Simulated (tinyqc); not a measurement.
ROHF in the sto-6g basis, for CH2, spin multiplicity 3, step by step (part 1 of 2). Computed by tinyqc, a small Python program that keeps every step (integrals from PySCF). Settings: charge = 0, multiplicity = 3, basis = sto-6g, energy threshold = 1e-08, iteration cap = 67, orthogonalisation = symmetric, start = highest core orbitals, DIIS depth = 6, method = ROHF. Command: `OMP_NUM_THREADS=1 python tinyqc.py 20545 20546 out.jsonl` (the two numbers bound the seeds that draw the settings). One thread of a shared host (Intel(R) Xeon(R) Processor @ 2.60GHz), about 0.2 s of CPU time with the checks. Later iterations appear only in the table of the cycle.

## One-electron integrals

Geometry (angstrom):
```
atom       x        y       z
C     0.0000   0.0000  0.0000
H     0.0000   1.2700  0.7160
H     0.0000  -1.2700  0.7160
```

Basis sto-6g: exponents (1/bohr^2) and contraction coefficients of normalised primitives:
```
element  l (shell)  exponent  coefficient
C            s (1)  742.7370       0.0092
C            s (1)  136.1800       0.0494
C            s (1)   38.0983       0.1685
C            s (1)   13.0878       0.3706
C            s (1)    5.0824       0.4165
C            s (1)    2.0932       0.1303
C            s (2)   30.4972      -0.0133
C            s (2)    6.0362      -0.0470
C            s (2)    1.8760      -0.0338
C            s (2)    0.7218       0.2502
C            s (2)    0.3135       0.5951
C            s (2)    0.1437       0.2407
C            p (3)   30.4972       0.0038
C            p (3)    6.0362       0.0377
C            p (3)    1.8760       0.1739
C            p (3)    0.7218       0.4180
C            p (3)    0.3135       0.4259
C            p (3)    0.1437       0.1017
H            s (1)   35.5232       0.0092
H            s (1)    6.5131       0.0494
H            s (1)    1.8221       0.1685
H            s (1)    0.6260       0.3706
H            s (1)    0.2431       0.4165
H            s (1)    0.1001       0.1303
```

Overlap, kinetic and nuclear-attraction integrals over the contracted functions; the nuclear repulsion is the sum of Za Zb / Rab.

nuclear repulsion = 4.563919 hartree

overlap S, order 1C 1s, 1C 2s, 1C 2px, 1C 2py, 1C 2pz, 2H 1s, 3H 1s:
$$\begin{pmatrix}
1.0000 & 0.2432 & 0.0000 & 0.0000 & 0.0000 & 0.0278 & 0.0278 \\
0.2432 & 1.0000 & 0.0000 & 0.0000 & 0.0000 & 0.3047 & 0.3047 \\
0.0000 & 0.0000 & 1.0000 & 0.0000 & 0.0000 & 0.0000 & 0.0000 \\
0.0000 & 0.0000 & 0.0000 & 1.0000 & 0.0000 & 0.2858 & -0.2858 \\
0.0000 & 0.0000 & 0.0000 & 0.0000 & 1.0000 & 0.1611 & 0.1611 \\
0.0278 & 0.3047 & 0.0000 & 0.2858 & 0.1611 & 1.0000 & 0.0488 \\
0.0278 & 0.3047 & 0.0000 & -0.2858 & 0.1611 & 0.0488 & 1.0000
\end{pmatrix}$$

kinetic energy T (hartree), order 1C 1s, 1C 2s, 1C 2px, 1C 2py, 1C 2pz, 2H 1s, 3H 1s:
$$\begin{pmatrix}
16.0686 & -0.4928 & 0.0000 & 0.0000 & 0.0000 & -0.0081 & -0.0081 \\
-0.4928 & 0.4924 & 0.0000 & 0.0000 & 0.0000 & 0.0218 & 0.0218 \\
0.0000 & 0.0000 & 1.4792 & 0.0000 & 0.0000 & 0.0000 & 0.0000 \\
0.0000 & 0.0000 & 0.0000 & 1.4792 & 0.0000 & 0.0840 & -0.0840 \\
0.0000 & 0.0000 & 0.0000 & 0.0000 & 1.4792 & 0.0474 & 0.0474 \\
-0.0081 & 0.0218 & 0.0000 & 0.0840 & 0.0474 & 0.7685 & -0.0097 \\
-0.0081 & 0.0218 & 0.0000 & -0.0840 & 0.0474 & -0.0097 & 0.7685
\end{pmatrix}$$

nuclear attraction V (hartree), order 1C 1s, 1C 2s, 1C 2px, 1C 2py, 1C 2pz, 2H 1s, 3H 1s:
$$\begin{pmatrix}
-34.7339 & -3.7950 & 0.0000 & 0.0000 & -0.0098 & -0.4860 & -0.4860 \\
-3.7950 & -5.8825 & 0.0000 & 0.0000 & -0.1054 & -1.3807 & -1.3807 \\
0.0000 & 0.0000 & -5.8377 & 0.0000 & 0.0000 & 0.0000 & 0.0000 \\
0.0000 & 0.0000 & 0.0000 & -5.9391 & 0.0000 & -1.1902 & 1.1902 \\
-0.0098 & -0.1054 & 0.0000 & 0.0000 & -5.8699 & -0.6858 & -0.6858 \\
-0.4860 & -1.3807 & 0.0000 & -1.1902 & -0.6858 & -3.6153 & -0.1944 \\
-0.4860 & -1.3807 & 0.0000 & 1.1902 & -0.6858 & -0.1944 & -3.6153
\end{pmatrix}$$

core Hamiltonian H = T + V (hartree), order 1C 1s, 1C 2s, 1C 2px, 1C 2py, 1C 2pz, 2H 1s, 3H 1s:
$$\begin{pmatrix}
-18.6653 & -4.2878 & 0.0000 & 0.0000 & -0.0098 & -0.4941 & -0.4941 \\
-4.2878 & -5.3901 & 0.0000 & 0.0000 & -0.1054 & -1.3589 & -1.3589 \\
0.0000 & 0.0000 & -4.3585 & 0.0000 & 0.0000 & 0.0000 & 0.0000 \\
0.0000 & 0.0000 & 0.0000 & -4.4598 & 0.0000 & -1.1061 & 1.1061 \\
-0.0098 & -0.1054 & 0.0000 & 0.0000 & -4.3907 & -0.6384 & -0.6384 \\
-0.4941 & -1.3589 & 0.0000 & -1.1061 & -0.6384 & -2.8468 & -0.2041 \\
-0.4941 & -1.3589 & 0.0000 & 1.1061 & -0.6384 & -0.2041 & -2.8468
\end{pmatrix}$$

## Two-electron integrals

Functions are numbered as in S; the eight-fold symmetry (ij|kl) = (ji|kl) = (kl|ij) leaves the list below.

Two-electron integrals (ij|kl) in chemists' order, unique and non-zero (hartree):
```
(11|11) 3.5437      (21|11) 0.5295      (21|21) 0.1003      (22|11) 0.8536
(22|21) 0.1999      (22|22) 0.6248      (31|31) 0.0213      (32|31) 0.0319
(32|32) 0.1381      (33|11) 0.8536      (33|21) 0.1999      (33|22) 0.6248
(33|33) 0.6732      (41|41) 0.0213      (42|41) 0.0319      (42|42) 0.1381
(43|43) 0.0363      (44|11) 0.8536      (44|21) 0.1999      (44|22) 0.6248
(44|33) 0.6007      (44|44) 0.6732      (51|51) 0.0213      (52|51) 0.0319
(52|52) 0.1381      (53|53) 0.0363      (54|54) 0.0363      (55|11) 0.8536
(55|21) 0.1999      (55|22) 0.6248      (55|33) 0.6007      (55|44) 0.6007
(55|55) 0.6732      (61|11) 0.0634      (61|21) 0.0116      (61|22) 0.0228
(61|33) 0.0227      (61|41) 0.0007      (61|42) 0.0013      (61|44) 0.0229
(61|51) 3.73e-04    (61|52) 0.0007      (61|54) 1.08e-04    (61|55) 0.0228
(61|61) 0.0014      (62|11) 0.1810      (62|21) 0.0432      (62|22) 0.1524
(62|33) 0.1486      (62|41) 0.0038      (62|42) 0.0273      (62|44) 0.1573
(62|51) 0.0021      (62|52) 0.0154      (62|54) 0.0049      (62|55) 0.1513
(62|61) 0.0052      (62|62) 0.0534      (63|31) 0.0042      (63|32) 0.0226
(63|43) 0.0051      (63|53) 0.0029      (63|63) 0.0058      (64|11) 0.1472
(64|21) 0.0355      (64|22) 0.1325      (64|33) 0.1262      (64|41) 0.0068
(64|42) 0.0439      (64|44) 0.1431      (64|51) 0.0015      (64|52) 0.0120
(64|54) 0.0067      (64|55) 0.1283      (64|61) 0.0044      (64|62) 0.0549
(64|64) 0.0611      (65|11) 0.0830      (65|21) 0.0200      (65|22) 0.0747
(65|33) 0.0711      (65|41) 0.0015      (65|42) 0.0120      (65|44) 0.0749
(65|51) 0.0050      (65|52) 0.0294      (65|54) 0.0072      (65|55) 0.0781
(65|61) 0.0025      (65|62) 0.0309      (65|64) 0.0312      (65|65) 0.0234
(66|11) 0.3611      (66|21) 0.0877      (66|22) 0.3527      (66|33) 0.3361
(66|41) 0.0083      (66|42) 0.0827      (66|44) 0.3740      (66|51) 0.0047
(66|52) 0.0466      (66|54) 0.0214      (66|55) 0.3481      (66|61) 0.0106
(66|62) 0.1684      (66|64) 0.1896      (66|65) 0.1069      (66|66) 0.7750
(71|11) 0.0634      (71|21) 0.0116      (71|22) 0.0228      (71|33) 0.0227
(71|41) -0.0007     (71|42) -0.0013     (71|44) 0.0229      (71|51) 3.73e-04
(71|52) 0.0007      (71|54) -1.08e-04   (71|55) 0.0228      (71|61) 0.0013
(71|62) 0.0048      (71|64) 0.0038      (71|65) 0.0023      (71|66) 0.0098
(71|71) 0.0014      (72|11) 0.1810      (72|21) 0.0432      (72|22) 0.1524
(72|33) 0.1486      (72|41) -0.0038     (72|42) -0.0273     (72|44) 0.1573
(72|51) 0.0021      (72|52) 0.0154      (72|54) -0.0049     (72|55) 0.1513
(72|61) 0.0048      (72|62) 0.0349      (72|64) 0.0268      (72|65) 0.0197
(72|66) 0.0825      (72|71) 0.0052      (72|72) 0.0534      (73|31) 0.0042
(73|32) 0.0226      (73|43) -0.0051     (73|53) 0.0029      (73|63) 0.0034
(73|73) 0.0058      (74|11) -0.1472     (74|21) -0.0355     (74|22) -0.1325
(74|33) -0.1262     (74|41) 0.0068      (74|42) 0.0439      (74|44) -0.1431
(74|51) -0.0015     (74|52) -0.0120     (74|54) 0.0067      (74|55) -0.1283
(74|61) -0.0038     (74|62) -0.0268     (74|64) -0.0179     (74|65) -0.0149
(74|66) -0.0618     (74|71) -0.0044     (74|72) -0.0549     (74|74) 0.0611
(75|11) 0.0830      (75|21) 0.0200      (75|22) 0.0747      (75|33) 0.0711
(75|41) -0.0015     (75|42) -0.0120     (75|44) 0.0749      (75|51) 0.0050
(75|52) 0.0294      (75|54) -0.0072     (75|55) 0.0781      (75|61) 0.0023
(75|62) 0.0197      (75|64) 0.0149      (75|65) 0.0143      (75|66) 0.0487
(75|71) 0.0025      (75|72) 0.0309      (75|74) -0.0312     (75|75) 0.0234
(76|11) 0.0248      (76|21) 0.0059      (76|22) 0.0219      (76|33) 0.0213
(76|44) 0.0220      (76|51) 4.87e-04    (76|52) 0.0038      (76|55) 0.0224
(76|61) 0.0007      (76|62) 0.0067      (76|64) 0.0061      (76|65) 0.0043
(76|66) 0.0198      (76|71) 0.0007      (76|72) 0.0067      (76|74) -0.0061
(76|75) 0.0043      (76|76) 0.0011      (77|11) 0.3611      (77|21) 0.0877
(77|22) 0.3527      (77|33) 0.3361      (77|41) -0.0083     (77|42) -0.0827
(77|44) 0.3740      (77|51) 0.0047      (77|52) 0.0466      (77|54) -0.0214
(77|55) 0.3481      (77|61) 0.0098      (77|62) 0.0825      (77|64) 0.0618
(77|65) 0.0487      (77|66) 0.2082      (77|71) 0.0106      (77|72) 0.1684
(77|74) -0.1896     (77|75) 0.1069      (77|76) 0.0198      (77|77) 0.7750
```

## Orthogonalisation

S = U s U^T; symmetric (Loewdin) form X = U s^(-1/2) U^T, so that X^T S X = 1.

eigenvalues of S: [0.4991, 0.5706, 0.8851, 1.0000, 1.0935, 1.3806, 1.5711]

X, order 1C 1s, 1C 2s, 1C 2px, 1C 2py, 1C 2pz, 2H 1s, 3H 1s:
$$\begin{pmatrix}
1.0245 & -0.1363 & 0.0000 & 0.0000 & -0.0051 & 0.0173 & 0.0173 \\
-0.1363 & 1.1084 & 0.0000 & 0.0000 & 0.0439 & -0.1767 & -0.1767 \\
0.0000 & 0.0000 & 1.0000 & 0.0000 & 0.0000 & 0.0000 & 0.0000 \\
0.0000 & 0.0000 & 0.0000 & 1.0732 & 0.0000 & -0.1668 & 0.1668 \\
-0.0051 & 0.0439 & 0.0000 & 0.0000 & 1.0226 & -0.0914 & -0.0914 \\
0.0173 & -0.1767 & 0.0000 & -0.1668 & -0.0914 & 1.0893 & -0.0123 \\
0.0173 & -0.1767 & 0.0000 & 0.1668 & -0.0914 & -0.0123 & 1.0893
\end{pmatrix}$$

## Starting guess

The start is the highest orbitals of the core Hamiltonian (a deliberately bad start); D(s) = C_occ C_occ^T for each spin.

D(alpha) at the start, order 1C 1s, 1C 2s, 1C 2px, 1C 2py, 1C 2pz, 2H 1s, 3H 1s:
$$\begin{pmatrix}
0.0075 & -0.0403 & 0.0000 & 0.0000 & 0.0649 & 0.0304 & 0.0304 \\
-0.0403 & 0.2421 & 0.0000 & 0.0000 & -0.2545 & -0.2730 & -0.2730 \\
0.0000 & 0.0000 & 1.0000 & 0.0000 & 0.0000 & 0.0000 & 0.0000 \\
0.0000 & 0.0000 & 0.0000 & 1.2074 & 0.0000 & -0.3628 & 0.3628 \\
0.0649 & -0.2545 & 0.0000 & 0.0000 & 0.9285 & -0.1572 & -0.1572 \\
0.0304 & -0.2730 & 0.0000 & -0.3628 & -0.1572 & 1.2412 & -0.0282 \\
0.0304 & -0.2730 & 0.0000 & 0.3628 & -0.1572 & -0.0282 & 1.2412
\end{pmatrix}$$

D(beta) at the start, order 1C 1s, 1C 2s, 1C 2px, 1C 2py, 1C 2pz, 2H 1s, 3H 1s:
$$\begin{pmatrix}
0.0075 & -0.0403 & 0.0000 & 0.0000 & 0.0649 & 0.0304 & 0.0304 \\
-0.0403 & 0.2421 & 0.0000 & 0.0000 & -0.2545 & -0.2730 & -0.2730 \\
0.0000 & 0.0000 & 0.0000 & 0.0000 & 0.0000 & 0.0000 & 0.0000 \\
0.0000 & 0.0000 & 0.0000 & 0.0930 & 0.0000 & -0.2404 & 0.2404 \\
0.0649 & -0.2545 & 0.0000 & 0.0000 & 0.9285 & -0.1572 & -0.1572 \\
0.0304 & -0.2730 & 0.0000 & -0.2404 & -0.1572 & 1.2277 & -0.0147 \\
0.0304 & -0.2730 & 0.0000 & 0.2404 & -0.1572 & -0.0147 & 1.2277
\end{pmatrix}$$

## Iteration 1: building the Fock matrix

J_ij = sum D_kl (ij|kl) with D = D(alpha) + D(beta), K_ij = sum D_kl (ik|jl) for each spin; F = H + J - K(s); E = tr D H + tr D J / 2 - 0.5 sum_s tr D(s) K(s) + E_nn.

Coulomb J (hartree), order 1C 1s, 1C 2s, 1C 2px, 1C 2py, 1C 2pz, 2H 1s, 3H 1s:
$$\begin{pmatrix}
4.8713 & 1.1499 & 0.0000 & 0.0000 & -0.0183 & 0.1309 & 0.1309 \\
1.1499 & 3.8797 & 0.0000 & 0.0000 & -0.0016 & 1.0820 & 1.0820 \\
0.0000 & 0.0000 & 3.7976 & 0.0000 & 0.0000 & 0.0000 & 0.0000 \\
0.0000 & 0.0000 & 0.0000 & 3.9422 & 0.0000 & 1.0070 & -1.0070 \\
-0.0183 & -0.0016 & 0.0000 & 0.0000 & 3.8993 & 0.5688 & 0.5688 \\
0.1309 & 1.0820 & 0.0000 & 1.0070 & 0.5688 & 3.3379 & 0.1607 \\
0.1309 & 1.0820 & 0.0000 & -1.0070 & 0.5688 & 0.1607 & 3.3379
\end{pmatrix}$$

exchange K(alpha) (hartree), order 1C 1s, 1C 2s, 1C 2px, 1C 2py, 1C 2pz, 2H 1s, 3H 1s:
$$\begin{pmatrix}
0.0720 & 0.0975 & 0.0000 & 0.0000 & -0.0123 & 0.0124 & 0.0124 \\
0.0975 & 0.4892 & 0.0000 & 0.0000 & -0.2204 & 0.1512 & 0.1512 \\
0.0000 & 0.0000 & 0.7626 & 0.0000 & 0.0000 & 0.0000 & 0.0000 \\
0.0000 & 0.0000 & 0.0000 & 0.8076 & 0.0000 & 0.2237 & -0.2237 \\
-0.0123 & -0.2204 & 0.0000 & 0.0000 & 0.7024 & 0.0741 & 0.0741 \\
0.0124 & 0.1512 & 0.0000 & 0.2237 & 0.0741 & 0.7975 & 0.0123 \\
0.0124 & 0.1512 & 0.0000 & -0.2237 & 0.0741 & 0.0123 & 0.7975
\end{pmatrix}$$

exchange K(beta) (hartree), order 1C 1s, 1C 2s, 1C 2px, 1C 2py, 1C 2pz, 2H 1s, 3H 1s:
$$\begin{pmatrix}
0.0274 & 0.0313 & 0.0000 & 0.0000 & -0.0119 & 0.0017 & 0.0017 \\
0.0313 & 0.2101 & 0.0000 & 0.0000 & -0.2166 & 0.0921 & 0.0921 \\
0.0000 & 0.0000 & 0.0513 & 0.0000 & 0.0000 & 0.0000 & 0.0000 \\
0.0000 & 0.0000 & 0.0000 & 0.0890 & 0.0000 & 0.1088 & -0.1088 \\
-0.0119 & -0.2166 & 0.0000 & 0.0000 & 0.6290 & 0.0677 & 0.0677 \\
0.0017 & 0.0921 & 0.0000 & 0.1088 & 0.0677 & 0.7586 & 0.0175 \\
0.0017 & 0.0921 & 0.0000 & -0.1088 & 0.0677 & 0.0175 & 0.7586
\end{pmatrix}$$

F(alpha) (hartree), order 1C 1s, 1C 2s, 1C 2px, 1C 2py, 1C 2pz, 2H 1s, 3H 1s:
$$\begin{pmatrix}
-13.8659 & -3.2353 & 0.0000 & 0.0000 & -0.0158 & -0.3757 & -0.3757 \\
-3.2353 & -1.9996 & 0.0000 & 0.0000 & 0.1134 & -0.4281 & -0.4281 \\
0.0000 & 0.0000 & -1.3234 & 0.0000 & 0.0000 & 0.0000 & 0.0000 \\
0.0000 & 0.0000 & 0.0000 & -1.3253 & 0.0000 & -0.3229 & 0.3229 \\
-0.0158 & 0.1134 & 0.0000 & 0.0000 & -1.1937 & -0.1437 & -0.1437 \\
-0.3757 & -0.4281 & 0.0000 & -0.3229 & -0.1437 & -0.3064 & -0.0557 \\
-0.3757 & -0.4281 & 0.0000 & 0.3229 & -0.1437 & -0.0557 & -0.3064
\end{pmatrix}$$

F(beta) (hartree), order 1C 1s, 1C 2s, 1C 2px, 1C 2py, 1C 2pz, 2H 1s, 3H 1s:
$$\begin{pmatrix}
-13.8213 & -3.1692 & 0.0000 & 0.0000 & -0.0162 & -0.3650 & -0.3650 \\
-3.1692 & -1.7204 & 0.0000 & 0.0000 & 0.1095 & -0.3690 & -0.3690 \\
0.0000 & 0.0000 & -0.6122 & 0.0000 & 0.0000 & 0.0000 & 0.0000 \\
0.0000 & 0.0000 & 0.0000 & -0.6067 & 0.0000 & -0.2079 & 0.2079 \\
-0.0162 & 0.1095 & 0.0000 & 0.0000 & -1.1203 & -0.1372 & -0.1372 \\
-0.3650 & -0.3690 & 0.0000 & -0.2079 & -0.1372 & -0.2676 & -0.0609 \\
-0.3650 & -0.3690 & 0.0000 & 0.2079 & -0.1372 & -0.0609 & -0.2676
\end{pmatrix}$$

total energy of this density = -12.310525 hartree

## Iteration 1: Roothaan effective Fock matrix

With projectors Pc = D(beta) S, Po = (D(alpha) - D(beta)) S, Pv = 1 - D(alpha) S, the block xy is Px^T F Py; with Fc = (F(alpha) + F(beta))/2, the blocks are Fc for cc, oo, vv and cv, F(beta) for co and F(alpha) for ov.

effective F (hartree), order 1C 1s, 1C 2s, 1C 2px, 1C 2py, 1C 2pz, 2H 1s, 3H 1s:
$$\begin{pmatrix}
-13.8436 & -3.2022 & 0.0000 & 0.0000 & -0.0160 & -0.3703 & -0.3703 \\
-3.2022 & -1.8600 & 0.0000 & 0.0000 & 0.1114 & -0.3985 & -0.3985 \\
0.0000 & 0.0000 & -0.9678 & 0.0000 & 0.0000 & 0.0000 & 0.0000 \\
0.0000 & 0.0000 & 0.0000 & -0.9717 & 0.0000 & -0.2791 & 0.2791 \\
-0.0160 & 0.1114 & 0.0000 & 0.0000 & -1.1570 & -0.1405 & -0.1405 \\
-0.3703 & -0.3985 & 0.0000 & -0.2791 & -0.1405 & -0.2920 & -0.0533 \\
-0.3703 & -0.3985 & 0.0000 & 0.2791 & -0.1405 & -0.0533 & -0.2920
\end{pmatrix}$$

## Iteration 1: diagonalisation and new density

Diagonalise F' = X^T F X, C = X C', fill 5 alpha and 3 beta electrons from the bottom; D(s) = C_occ C_occ^T. Each column has its largest component positive (the first on a tie).

F' = X^T F X (hartree):
$$\begin{pmatrix}
-13.6936 & -1.3799 & 0.0000 & 0.0000 & -0.0336 & -0.0541 & -0.0541 \\
-1.3799 & -1.3064 & 0.0000 & 0.0000 & 0.1318 & -0.1388 & -0.1388 \\
0.0000 & 0.0000 & -0.9678 & 0.0000 & 0.0000 & 0.0000 & 0.0000 \\
0.0000 & 0.0000 & 0.0000 & -0.9326 & 0.0000 & -0.1276 & 0.1276 \\
-0.0336 & 0.1318 & 0.0000 & 0.0000 & -1.1498 & -0.0540 & -0.0540 \\
-0.0541 & -0.1388 & 0.0000 & -0.1276 & -0.0540 & -0.1528 & -0.0140 \\
-0.0541 & -0.1388 & 0.0000 & 0.1276 & -0.0540 & -0.0140 & -0.1528
\end{pmatrix}$$

orbital energies (hartree): MO1 -13.8461, MO2 -1.2933, MO3 -1.0549, MO4 -0.9717, MO5 -0.9678, MO6 -0.1223, MO7 -0.0996

coefficients C, order 1C 1s, 1C 2s, 1C 2px, 1C 2py, 1C 2pz, 2H 1s, 3H 1s:
$$\begin{pmatrix}
1.0036 & -0.1793 & -0.1593 & 0.0000 & 0.0000 & 0.0645 & 0.0000 \\
-0.0159 & 0.7858 & 0.6944 & 0.0000 & 0.0000 & -0.4599 & 0.0000 \\
0.0000 & 0.0000 & 0.0000 & 0.0000 & 1.0000 & 0.0000 & 0.0000 \\
0.0000 & 0.0000 & 0.0000 & 0.9989 & 0.0000 & 0.0000 & -0.4578 \\
0.0004 & -0.6518 & 0.7647 & 0.0000 & 0.0000 & -0.2341 & 0.0000 \\
0.0032 & -0.0121 & -0.0307 & 0.0019 & 0.0000 & 0.7866 & 0.7967 \\
0.0032 & -0.0121 & -0.0307 & -0.0019 & 0.0000 & 0.7866 & -0.7967
\end{pmatrix}$$

D(alpha) after iteration 1, order 1C 1s, 1C 2s, 1C 2px, 1C 2py, 1C 2pz, 2H 1s, 3H 1s:
$$\begin{pmatrix}
1.0647 & -0.2675 & 0.0000 & 0.0000 & -0.0046 & 0.0102 & 0.0102 \\
-0.2675 & 1.1000 & 0.0000 & 0.0000 & 0.0189 & -0.0308 & -0.0308 \\
0.0000 & 0.0000 & 1.0000 & 0.0000 & 0.0000 & 0.0000 & 0.0000 \\
0.0000 & 0.0000 & 0.0000 & 0.9978 & 0.0000 & 0.0019 & -0.0019 \\
-0.0046 & 0.0189 & 0.0000 & 0.0000 & 1.0096 & -0.0156 & -0.0156 \\
0.0102 & -0.0308 & 0.0000 & 0.0019 & -0.0156 & 0.0011 & 0.0011 \\
0.0102 & -0.0308 & 0.0000 & -0.0019 & -0.0156 & 0.0011 & 0.0011
\end{pmatrix}$$

D(beta) after iteration 1, order 1C 1s, 1C 2s, 1C 2px, 1C 2py, 1C 2pz, 2H 1s, 3H 1s:
$$\begin{pmatrix}
1.0647 & -0.2675 & 0.0000 & 0.0000 & -0.0046 & 0.0102 & 0.0102 \\
-0.2675 & 1.1000 & 0.0000 & 0.0000 & 0.0189 & -0.0308 & -0.0308 \\
0.0000 & 0.0000 & 0.0000 & 0.0000 & 0.0000 & 0.0000 & 0.0000 \\
0.0000 & 0.0000 & 0.0000 & 0.0000 & 0.0000 & 0.0000 & 0.0000 \\
-0.0046 & 0.0189 & 0.0000 & 0.0000 & 1.0096 & -0.0156 & -0.0156 \\
0.0102 & -0.0308 & 0.0000 & 0.0000 & -0.0156 & 0.0011 & 0.0011 \\
0.0102 & -0.0308 & 0.0000 & 0.0000 & -0.0156 & 0.0011 & 0.0011
\end{pmatrix}$$

## Iteration 2: building the Fock matrix

As before.

Coulomb J (hartree), order 1C 1s, 1C 2s, 1C 2px, 1C 2py, 1C 2pz, 2H 1s, 3H 1s:
$$\begin{pmatrix}
12.2395 & 2.2516 & 0.0000 & 0.0000 & 0.0009 & 0.2631 & 0.2631 \\
2.2516 & 5.4460 & 0.0000 & 0.0000 & 0.0027 & 1.2740 & 1.2740 \\
0.0000 & 0.0000 & 5.4227 & 0.0000 & 0.0000 & 0.0000 & 0.0000 \\
0.0000 & 0.0000 & 0.0000 & 5.4202 & 0.0000 & 1.0841 & -1.0841 \\
0.0009 & 0.0027 & 0.0000 & 0.0000 & 5.4952 & 0.6174 & 0.6174 \\
0.2631 & 1.2740 & 0.0000 & 1.0841 & 0.6174 & 2.8301 & 0.1812 \\
0.2631 & 1.2740 & 0.0000 & -1.0841 & 0.6174 & 0.1812 & 2.8301
\end{pmatrix}$$

exchange K(alpha) (hartree), order 1C 1s, 1C 2s, 1C 2px, 1C 2py, 1C 2pz, 2H 1s, 3H 1s:
$$\begin{pmatrix}
3.6653 & 0.6242 & 0.0000 & 0.0000 & 0.0000 & 0.0803 & 0.0803 \\
0.6242 & 1.0850 & 0.0000 & 0.0000 & 0.0028 & 0.2458 & 0.2458 \\
0.0000 & 0.0000 & 0.9008 & 0.0000 & 0.0000 & 0.0000 & 0.0000 \\
0.0000 & 0.0000 & 0.0000 & 0.8978 & 0.0000 & 0.1818 & -0.1818 \\
0.0000 & 0.0028 & 0.0000 & 0.0000 & 0.9015 & 0.0990 & 0.0990 \\
0.0803 & 0.2458 & 0.0000 & 0.1818 & 0.0990 & 0.1365 & 0.0311 \\
0.0803 & 0.2458 & 0.0000 & -0.1818 & 0.0990 & 0.0311 & 0.1365
\end{pmatrix}$$

exchange K(beta) (hartree), order 1C 1s, 1C 2s, 1C 2px, 1C 2py, 1C 2pz, 2H 1s, 3H 1s:
$$\begin{pmatrix}
3.6228 & 0.5605 & 0.0000 & 0.0000 & 0.0000 & 0.0693 & 0.0693 \\
0.5605 & 0.8088 & 0.0000 & 0.0000 & 0.0027 & 0.1791 & 0.1791 \\
0.0000 & 0.0000 & 0.1914 & 0.0000 & 0.0000 & 0.0000 & 0.0000 \\
0.0000 & 0.0000 & 0.0000 & 0.1887 & 0.0000 & 0.0331 & -0.0331 \\
0.0000 & 0.0027 & 0.0000 & 0.0000 & 0.8290 & 0.0894 & 0.0894 \\
0.0693 & 0.1791 & 0.0000 & 0.0331 & 0.0894 & 0.0691 & 0.0458 \\
0.0693 & 0.1791 & 0.0000 & -0.0331 & 0.0894 & 0.0458 & 0.0691
\end{pmatrix}$$

F(alpha) (hartree), order 1C 1s, 1C 2s, 1C 2px, 1C 2py, 1C 2pz, 2H 1s, 3H 1s:
$$\begin{pmatrix}
-10.0910 & -2.6604 & 0.0000 & 0.0000 & -0.0089 & -0.3114 & -0.3114 \\
-2.6604 & -1.0290 & 0.0000 & 0.0000 & -0.1054 & -0.3307 & -0.3307 \\
0.0000 & 0.0000 & 0.1634 & 0.0000 & 0.0000 & 0.0000 & 0.0000 \\
0.0000 & 0.0000 & 0.0000 & 0.0626 & 0.0000 & -0.2038 & 0.2038 \\
-0.0089 & -0.1054 & 0.0000 & 0.0000 & 0.2030 & -0.1200 & -0.1200 \\
-0.3114 & -0.3307 & 0.0000 & -0.2038 & -0.1200 & -0.1532 & -0.0540 \\
-0.3114 & -0.3307 & 0.0000 & 0.2038 & -0.1200 & -0.0540 & -0.1532
\end{pmatrix}$$

F(beta) (hartree), order 1C 1s, 1C 2s, 1C 2px, 1C 2py, 1C 2pz, 2H 1s, 3H 1s:
$$\begin{pmatrix}
-10.0485 & -2.5967 & 0.0000 & 0.0000 & -0.0088 & -0.3004 & -0.3004 \\
-2.5967 & -0.7529 & 0.0000 & 0.0000 & -0.1053 & -0.2641 & -0.2641 \\
0.0000 & 0.0000 & 0.8729 & 0.0000 & 0.0000 & 0.0000 & 0.0000 \\
0.0000 & 0.0000 & 0.0000 & 0.7717 & 0.0000 & -0.0552 & 0.0552 \\
-0.0088 & -0.1053 & 0.0000 & 0.0000 & 0.2755 & -0.1104 & -0.1104 \\
-0.3004 & -0.2641 & 0.0000 & -0.0552 & -0.1104 & -0.0857 & -0.0687 \\
-0.3004 & -0.2641 & 0.0000 & 0.0552 & -0.1104 & -0.0687 & -0.0857
\end{pmatrix}$$

total energy of this density = -37.523952 hartree
